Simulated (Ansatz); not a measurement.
**Niobium, bcc: convergence with Fermi-Dirac smearing**

Computed with Ansatz, PBE, scalar-relativistic PAW, on the relaxed cell (a = 3.310 Å; spin not included). Errors count from a run at 420 eV on a Γ-centred 22×22×22 mesh with Fermi-Dirac smearing of 0.1 eV, extrapolated to zero width. Fixed here: cutoff 420 eV, mesh 13×13×13. The SCF starts from atomic densities corrected by a trained network.

| width (eV) | E(σ→0) error (meV/atom) | F error (meV/atom) | P (GPa) | SCF iterations |
| --- | --- | --- | --- | --- |
| 0.01 | -5.7 | -5.9 | -0.46 | 6 |
| 0.03 | -5.8 | -7.3 | -0.49 | 6 |
| 0.1 | -4.1 | -27.0 | -0.04 | 6 |
| 0.2 | -9.1 | -92.6 | 0.85 | 6 |
| 0.3 | -19.7 | -191.9 | 1.90 | 6 |
| 0.6 | -44.7 | -677.0 | 6.78 | 6 |
| 1.0 | -63.9 | -1794.4 | 17.39 | 6 |
